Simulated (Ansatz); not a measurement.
A made-up structure of CH6BSi (charge +1), singlet:

B1  (0.159, 0.687, -0.522)
C2  (-1.256, 0.853, -0.598)
Si3  (0.503, -0.895, 0.656)
H4  (-2.314, 0.915, -0.610)
H5  (0.638, 0.438, -1.537)
H6  (0.692, 1.576, -0.025)
H7  (1.977, -0.951, 0.647)
H8  (-0.154, -2.041, -0.001)
H9  (-0.086, -0.560, 1.967)
(Å)

It is relaxed with PBE-D4/def2-SVP and then PBE0-D4/def2-TZVP (Ansatz 0.2.0). Atoms count as bonded within 1.22 times the sum of their covalent radii (H–H: 0.88 Å). The end point is not checked to be a true minimum.

Problem. Does its bonding change? (Judge from chemistry; the calculation decides.)

Solution. Computed: Yes. Formed: C2–Si3, C2–H5; broken: B1–Si3, B1–H5.

Where it ends: The first stage lowers the energy by 3.39 eV in 39 steps. It ends as CH₆BSi ([BH][CH2][SiH3]), total charge +1:
```tsv
atom	x (Å)	y (Å)	z (Å)
B1	0.3368	1.5512	-0.3998
C2	-0.3778	0.3546	-0.7023
Si3	0.1308	-0.9980	0.6838
H4	-1.4693	0.4634	-0.6419
H5	-0.0809	-0.0791	-1.6685
H6	0.9649	2.4946	-0.0882
H7	1.6039	-1.0852	0.6494
H8	-0.5572	-2.2032	0.1847
H9	-0.3912	-0.4769	1.9614
```

Labels in which every atom is bracketed show which atoms are joined, not bond orders.

For scale, one of the runs: PBE0-D4/def2-TZVP relaxation, 135 basis functions, launched by `ansatz run in.yaml --threads 2 --pin off --events-out ev --progress --plain --max-ram 4352MiB`. Hardware: 2 CPU threads of an Arm Neoverse V2, shared host. Wall time about 8.5 s.
